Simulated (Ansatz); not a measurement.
Input for Ansatz (development build ahead of 0.2.0):

```yaml
crystal:
  periodic: [false, false, false]
  atoms:
    - { symbol: Si, position_ang: [0.02148, 0.08637, -0.05785] }
    - { symbol: H, position_ang: [-0.23015, 1.28024, 0.74952] }
    - { symbol: H, position_ang: [0.42851, 0.18173, -1.45994] }
basis:
  gaussian: { orbitals: def2-SVP }
total_charge: 1
magnetization:
  spin_polarized: true
  initial_magnetization: 1
hamiltonian:
  xc: hf
output:
  forces: true
```

The input is written out in the form of the current development build from the run's settings.

The run gave:

```json
{
  "Converged": "yes",
  "Total energy": "-289.63417 hartree",
  "Spin squared of the determinant": "0.754",
  "Stability test": "minimum"
}
```

Forces (eV/Å):
| atom | Fx | Fy | Fz |
| --- | --- | --- | --- |
| Si1 | -0.030 | -0.253 | 0.116 |
| H2 | -0.021 | 0.188 | 0.064 |
| H3 | 0.051 | 0.066 | -0.180 |
